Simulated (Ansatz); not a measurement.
in.yaml

```yaml
crystal:
  periodic: [false, false, false]
  atoms:
    - {symbol: B, position_ang: [-2.274656, 0.000000, 0.000000]}
    - {symbol: H, position_ang: [-2.871390, 1.033571, 0.000000]}
    - {symbol: H, position_ang: [-2.871390, -1.033571, 0.000000]}
    - {symbol: H, position_ang: [-0.887656, 0.000000, 0.000000]}
    - {symbol: S, position_ang: [0.975344, 0.000000, 0.000000]}
basis:
  gaussian: {orbitals: def2-SVP}
magnetization: {spin_polarized: true, initial_magnetization: 2}
correlation: {method: bccd, electrons: outside_noble_gas}
scf: {lower_state_search: off}
output: {forces: true}
```

```sh
$ ansatz run in.yaml --threads 1 --pin off --events-out ev --progress --plain --max-ram 2393MiB
```

Log:

```
these checks for a lower state are left out or cut short: starts, cluster_reference, orbital_swaps, neighbouring_geometries, increment
459 factors; integrals over basis functions are off by at most 1.5e-3 eV
mean field evaluation 1: about -11528.3559 eV, gradient 9.2e0 eV
mean field evaluation 2: about -11528.3799 eV, gradient 9.3e0 eV
mean field evaluation 4: about -11529.5501 eV, gradient 1.3e0 eV
mean field evaluation 8: about -11529.5904 eV, gradient 8.6e-2 eV
mean field evaluation 16: about -11529.5907 eV, gradient 3.0e-6 eV
mean field -11529.59067819 eV, -423.7046423861 hartree, gradient 3.0e-6 eV, S^2 2.019558; 0 other end points of the search recorded, 0 dependent functions left out
6 core orbitals not correlated: weight in the atoms' cores, before any rotation towards them, 1.000 or more for the frozen orbitals, at most 0.000 for the correlated occupied ones
reference -11529.59067819 eV, -423.7046423861 hartree; 7, 5 occupied and 34, 36 virtual orbitals, 459 factors
second order -4.97533873 eV of doubles, -0.00000000 eV of singles
cycle   1  -5.82687031 eV  change   -8.5e-1 eV  update   6.1e-2
cycle   2  -6.08797069 eV  change   -2.6e-1 eV  update   2.1e-2
cycle   3  -6.10132523 eV  change   -1.3e-2 eV  update   6.7e-3
cycle   4  -6.09965735 eV  change    1.7e-3 eV  update   2.8e-3
cycle   5  -6.09893368 eV  change    7.2e-4 eV  update   1.5e-3
cycle   6  -6.09876573 eV  change    1.7e-4 eV  update   6.3e-4
cycle   7  -6.09871273 eV  change    5.3e-5 eV  update   3.4e-4
cycle   8  -6.09873277 eV  change   -2.0e-5 eV  update   1.3e-4
cycle   9  -6.09871726 eV  change    1.6e-5 eV  update   4.0e-5
cycle  10  -6.09870779 eV  change    9.5e-6 eV  update   1.2e-5
cycle  11  -6.09870857 eV  change   -7.7e-7 eV  update   4.9e-6
cycle  12  -6.09870837 eV  change    2.0e-7 eV  update   2.0e-6
cycle  13  -6.09870894 eV  change   -5.7e-7 eV  update   1.0e-6
cycle  14  -6.09870858 eV  change    3.6e-7 eV  update   4.5e-7
cycle  15  -6.09870841 eV  change    1.7e-7 eV  update   1.9e-7
cycle  16  -6.09870835 eV  change    6.2e-8 eV  update   7.5e-8
cycle  17  -6.09870838 eV  change   -3.4e-8 eV  update   3.7e-8
cycle  18  -6.09870839 eV  change   -3.8e-9 eV  update   2.0e-8
cycle  19  -6.09870839 eV  change   -7.6e-9 eV  update   1.3e-8
cycle  20  -6.09870841 eV  change   -1.3e-8 eV  update   1.1e-8
cycle  21  -6.09870841 eV  change   -6.6e-9 eV  update   8.1e-9
cycle  22  -6.09870841 eV  change   -1.1e-9 eV  update   7.5e-9
cycle  23  -6.09870842 eV  change   -3.1e-9 eV  update   6.1e-9
the calculation of the forces begins
the multipliers restart with 30 DIIS vectors
Total energy: -11535.68938660 eV, -423.9287657866 hartree
Atom 0 at    -2.274656     0.000000     0.000000 Å, force     2.100045     0.000000    -0.000000 eV/Å
Atom 1 at    -2.871390     1.033571     0.000000 Å, force     0.035293     0.287198     0.000000 eV/Å
Atom 2 at    -2.871390    -1.033571     0.000000 Å, force     0.035293    -0.287198     0.000000 eV/Å
Atom 3 at    -0.887656     0.000000     0.000000 Å, force    -2.969830    -0.000000    -0.000000 eV/Å
Atom 4 at     0.975344     0.000000     0.000000 Å, force     0.799200     0.000000     0.000000 eV/Å
Dipole moment:    -0.203714    -0.000000     0.000000 e Å
Checks for a lower state left out: starts, cluster_reference, orbital_swaps, neighbouring_geometries, increment
```

Forces (eV/Å):
```
B    2.100  0.000  0.000
H    0.035  0.287  0.000
H    0.035 -0.287  0.000
H   -2.970  0.000  0.000
S    0.799  0.000  0.000
```

Ran on 1 thread of Arm Neoverse V1, shared host: 37 s wall, 0.22 GiB peak host memory.
